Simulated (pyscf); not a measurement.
Optimised with ωB97X-D3(BJ)/def2-SVP in PySCF.

Q: Estimate the classical barrier height and the reaction energy of H₃C–CH₂–Cl + Cl• -> Cl–Cl + •H₂C–CH₃ at ωB97X-D3(BJ)/def2-TZVP. The step runs on the doublet surface, breaks C–Cl and forms Cl–Cl; take the separated reactants as zero.

A: ΔE‡ = 186.5 kJ/mol, ΔE = +127.0 kJ/mol. ωB97M-D3(BJ)/def2-TZVP gives 180.8 kJ/mol and +122.3 kJ/mol. Zero-point energy shifts the barrier by -9.9 kJ/mol. It is an atom transfer, with an imaginary mode of 1009i cm⁻¹. On the reactant side the descent ends in what is likely a three-electron adduct, which functionals tend to overbind, 30.0 kJ/mol under the separated species and 216.5 kJ/mol under the saddle at ωB97X-D3(BJ)/def2-TZVP. One saddle was located; it need not be the lowest between these sides. The angle at the transferred Cl is 81°: a side-on saddle, likely not the lowest. Left out: the spin-orbit lowering of Cl.
